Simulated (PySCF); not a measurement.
**Multinuclear NMR of tetrafluoroethene**

Mapped SMILES: `[F:1][C:2]([F:3])=[C:4]([F:5])[F:6]`.

Calculated, not measured (PySCF 2.14.0 with density-fitted response routines): GIAO PBE0/pcSseg-1 shieldings, GFN2-xTB structure, J couplings at B3LYP/pcJ-1. Rapidly exchanging positions averaged, no solvent, relativity neglected, single conformer.

Where does ¹⁹F resonate?

Results:


| atoms | environment | σ (ppm) | δ (ppm) |
| --- | --- | --- | --- |
| F1/F3/F5/F6 | vinylic fluorine | 309.6 | -133.4 |

Shieldings were converted by a linear fit to measured shifts: ¹⁹F (scatter 6.0 ppm rms, 7.0 ppm with the 5 outliers that the fit left out vs CFCl3, solution or neat liquid, with a term for F on sp3 carbon). A few per cent of atoms miss by over 2 rms, more outside the fitted compound classes. Couplings are scaled by factors fitted to measured values: ¹J(C,F) × 0.77 (rms 8.7 Hz), ²J(C,F) × 1.14 (rms 1.9 Hz, 10.1 with 1 outliers); all others are unscaled and can be 10–30 % off.

Couplings (the largest are listed; each averaged over equivalent pairs): ¹J(F1,C2) = -278.9 Hz, ²J(F1,C4) = 58.8 Hz, ²J(F1,F3) = 52.1 Hz, ³J(F1,F6) = -156.2 Hz, ³J(F1,F5) = 123.3 Hz.

On a 300 MHz spectrometer ¹⁹F resonates near 282.3 MHz, so 1 ppm is 282.3 Hz.
